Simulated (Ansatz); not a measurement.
# SiC: pressure series

The reference is SiC in the zinc blende structure (space group F-43m, No. 216; a = 4.380 Å).

Cell and atoms are relaxed at each pressure.

Calculations: plane-wave PAW DFT at the PBE level (Ansatz, a quantum-chemistry and plane-wave program, 420 eV), spin-orbit coupling left out, earlier PAW set.

| P (GPa) | V (Å³/atom) |
|---|---|
| -1.99 | 10.602 |
| -0.99 | 10.551 |
| 0.30 | 10.487 |
| 0.70 | 10.467 |
| 1.50 | 10.429 |
| 3.00 | 10.359 |
| 5.00 | 10.268 |
| 7.50 | 10.160 |

Problem. Fit a third-order Birch–Murnaghan equation of state.

Solution. Least squares on P(V) = (3B₀/2)[(V₀/V)^(7/3) − (V₀/V)^(5/3)]·[1 + (3/4)(B₀′ − 4)((V₀/V)^(2/3) − 1)] gives V₀ = 10.50 Å³/atom, B₀ = 213 GPa and B₀′ = 3.9.

Measured bulk modulus of SiC: 229.1 GPa (static lattice; corrected from measurement; as listed in Daniel Mejia-Rodriguez, S. B. Trickey, Phys. Rev. B (2018)); the computed value is 7 % below it.

Between the base and pressure 7.5 GPa the gap moves from 1.37 eV to 1.34 eV, a mean slope of -4.0 meV/GPa.

Load acts through the strain it causes; cell and atoms are relaxed under it. Stability against distortions was not tested. No other phases were tried under pressure.
